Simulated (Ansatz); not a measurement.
Ansatz (a first-principles code) input (PBE0/def2-SVP):

Ansatz 0.2 input:
```yaml
crystal:
  periodic: [false, false, false]
  atoms:
    - {symbol: C, position_ang: [-0.24585069, -0.34108038, 1.22837570]}
    - {symbol: N, position_ang: [-0.18927909, 0.50905008, 0.02327978]}
    - {symbol: C, position_ang: [0.24394995, -0.21855779, -1.14733787]}
    - {symbol: H, position_ang: [0.75943835, -0.40606839, 1.70778042]}
    - {symbol: H, position_ang: [-0.90844575, 0.14663035, 1.96438018]}
    - {symbol: H, position_ang: [0.42185334, 1.33248557, 0.10013528]}
    - {symbol: H, position_ang: [1.23256580, -0.71731054, -1.04485805]}
    - {symbol: H, position_ang: [0.30621961, 0.45653183, -2.02146417]}
    - {symbol: H, position_ang: [-0.47527326, -1.01779037, -1.35515913]}
basis:
  gaussian:
    orbitals: def2-SVP
hamiltonian:
  xc: {name: PBE0}
total_charge: -1
```

Output:

```
Functional definition: PBE0
integrals: 0.02 GiB planned
836 factors; their error is unknown
mean field: 0.19 GiB planned
mean field evaluation 1: about -3649.3547 eV, gradient 2.9e1 eV
mean field evaluation 2: about -3645.8691 eV, gradient 4.3e1 eV
mean field evaluation 4: about -3651.6975 eV, gradient 2.2e0 eV
mean field evaluation 8: about -3651.6931 eV, gradient 6.7e-2 eV
mean field -3651.69314641 eV, -134.1972479242 hartree, gradient 1.3e-5 eV, S^2 0.000000; 0 other end points of the search recorded, 0 dependent functions left out
reference -3651.69316996 eV, -134.1972487897 hartree; 13, 13 occupied and 59, 59 virtual orbitals, 836 factors
Total energy: -3651.69316996 eV, -134.1972487897 hartree
```

It need not be the lowest isomer of its formula. Whether it binds its extra electron was not tested at this geometry.
